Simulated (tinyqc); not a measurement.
CCSD on RHF in the sto-6g basis, frozen core, for H2O, spin multiplicity 1, step by step. One step of it, computed by the program tinyqc.

Task: CCSD: starting amplitudes. t_ij^ab = <ij||ab> / (e_i + e_j - e_a - e_b), whose energy is MP2.

orbital energies (hartree): MO1 -20.521674, MO2 -1.240521, MO3 -0.568963, MO4 -0.458849, MO5 -0.396734, MO6 0.521769, MO7 0.619694

Two-electron integrals over orbitals (pq|rs), unique and non-zero (hartree); the lowest 1 orbital is frozen and left out:
```
(22|22) 0.727611    (32|32) 0.135543    (33|22) 0.630707    (33|33) 0.612355
(42|22) -0.014081   (42|33) 0.004105    (42|42) 0.128568    (43|32) 0.023980
(43|43) 0.052995    (44|22) 0.666928    (44|33) 0.580922    (44|42) -0.098117
(44|44) 0.729293    (52|52) 0.148339    (53|53) 0.027625    (54|52) -0.046230
(54|54) 0.051502    (55|22) 0.753258    (55|33) 0.615753    (55|42) -0.078366
(55|44) 0.704199    (55|55) 0.880663    (62|22) 0.139168    (62|33) 0.073131
(62|42) 0.026765    (62|44) 0.071337    (62|55) 0.149333    (62|62) 0.099191
(63|32) -0.035201   (63|43) -0.033485   (63|63) 0.070609    (64|22) 0.114443
(64|33) 0.047700    (64|42) -0.047386   (64|44) 0.130065    (64|55) 0.138196
(64|62) 0.059891    (64|64) 0.088671    (65|52) 0.053646    (65|54) 0.003084
(65|65) 0.035870    (66|22) 0.607962    (66|33) 0.562033    (66|42) 0.050827
(66|44) 0.551458    (66|55) 0.587622    (66|62) 0.098264    (66|64) 0.050018
(66|66) 0.595341    (72|32) 0.048751    (72|43) -0.033370   (72|63) 0.032541
(72|72) 0.065088    (73|22) 0.152887    (73|33) 0.089869    (73|42) -0.080470
(73|44) 0.146292    (73|55) 0.196763    (73|62) 0.071760    (73|64) 0.094788
(73|66) 0.042388    (73|73) 0.158479    (74|32) -0.075810   (74|43) -0.008224
(74|63) 0.050238    (74|72) -0.016294   (74|74) 0.071572    (75|53) 0.023773
(75|75) 0.024329    (76|32) 0.089538    (76|43) 0.056982    (76|63) -0.063121
(76|72) -0.007523   (76|74) -0.060833   (76|76) 0.113252    (77|22) 0.613090
(77|33) 0.594155    (77|42) -0.014860   (77|44) 0.587362    (77|55) 0.611441
(77|62) 0.064427    (77|64) 0.045011    (77|66) 0.560004    (77|73) 0.089183
(77|77) 0.603101
```

Give: Starting amplitudes; correlation energy.

Result:

Starting amplitudes (spin orbitals 1a, 1b, ...; amplitudes related by a flip of all spins are not repeated):

| from | to | t |
|---|---|---|
| 3a 3b | 7a 7b | -0.0667 |
| 4a 4b | 6a 6b | -0.0452 |
| 3a 4b | 6b 7a | 0.0437 |
| 4a 4b | 7a 7b | -0.0332 |
| 3a 3b | 6a 6b | -0.0324 |
| 2a 2b | 6a 6b | -0.0281 |
| 2a 3b | 6a 7b | -0.0243 |
| 3a 4b | 6a 7b | -0.0232 |
| 2a 4b | 6a 6b | -0.0218 |
| 3a 4a | 6a 7a | 0.0205 |
| 5a 5b | 6a 6b | -0.0195 |
| 2a 2b | 7a 7b | -0.0175 |
| 2a 3a | 6a 7a | -0.0133 |
| 5a 5b | 7a 7b | -0.0120 |
| 2a 3b | 6b 7a | 0.0110 |
| 2a 4b | 7a 7b | 0.0055 |

correlation energy = -0.044642 hartree
